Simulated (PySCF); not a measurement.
# Spectroscopy problems

Fast rotation and ring inversion assumed for equivalent nuclei, non-relativistic, one conformer, gas phase. Spin–spin couplings from B3LYP/pcJ-1 (spin–dipole term left out of most H,H and C,H couplings); PBE0-D3(BJ)/def2-SVP structure; shieldings: GIAO PBE0/pcSseg-1; PySCF 2.14.

Shifts are taken against calculated references (same method and geometry level): TMS for ¹H and ¹³C. Multiplet labels drop J under 1 Hz and among equivalent protons, and merge close values. Unscaled 3J(H,H) run several per cent high. Vicinal couplings that depend on rotamer populations or ring flexing (ring, CH–CH, X–H and H–F types) are those of the one conformer. One-bond C–F couplings are unscaled and too large by tens of Hz. Shifts are as computed. Against solution values, carbons near 30 ppm lie about +2 ppm off and those near 130 ppm about +5 ppm. Of 1211 compounds with measured shifts, 218 miss one by over three times the rms of a fit or turn the order of signals round; such compounds aren't used in these exercises.

Question: C5H9F. ¹H NMR (500 MHz, computed): δ 5.81 (m, 1H), 5.61 (m, 1H), 5.28 (m, 1H), 1.71 (ddd, J = 8.4, 4.0, 2.5 Hz, 3H), 1.26 (dd, J = 21.7, 7.1 Hz, 3H). ¹³C{¹H} NMR (computed): δ 140.5 (d, J = 24.2 Hz), 133.5 (d, J = 9.8 Hz), 84.6 (d, J = 218.4 Hz), 24.0 (d, J = 26.2 Hz), 15.7. Give a structure.

Answer: `C[C@@H](/C=C\C)F`. The formula gives 1 degree of unsaturation (no ring in the answer). 5 carbon signals for 5 carbons: no two carbons are equivalent. Carbon types of the structure: 3 × CH, 2 × CH3, which accounts for all hydrogens. δC 140.5, 133.5: alkene CH; the olefinic region. δC 84.6: allylic sp3 CH bonded to F; deshielded by the electronegative neighbour. δC 24.0: methyl carbon; aliphatic region, no heteroatom directly attached. δH 5.28: hydrogen on an allylic sp3 CH bonded to F; its carbon carries F, which withdraws density.

The data come from this structure; uniqueness wasn't tested.

Question: C5H9F. ¹H NMR (500 MHz, computed): δ 1.93 (d of sept, J = 17.2, 1.7 Hz, 3H), 1.67 (dq, J = 4.3, 1.9 Hz, 3H), 1.62 (dq, J = 3.5, 1.4 Hz, 3H). ¹³C{¹H} NMR (computed): δ 158.2 (C, d, J = 309.2 Hz), 113.2 (C, d, J = 16.7 Hz), 19.9 (CH3, d, J = 1.9 Hz), 16.6 (CH3, d, J = 10.9 Hz), 15.3 (CH3, d, J = 31.4 Hz). Identify the compound.

Answer: SMILES CC(C)=C(C)F. Rings plus π bonds: 1 (no ring in the answer). 5 carbon signals for 5 carbons: no two carbons are equivalent. Carbon types of the structure: 2 × C, 3 × CH3, which accounts for all hydrogens. δC 158.2, 113.2: fully substituted alkene carbon; an sp2 carbon of a C=C bond. δC 19.9, 16.6, 15.3: allylic methyl carbon; aliphatic region, no heteroatom directly attached. δH 1.93, 1.67, 1.62: hydrogen on an allylic methyl carbon; allylic position.

The shifts were computed for this structure.
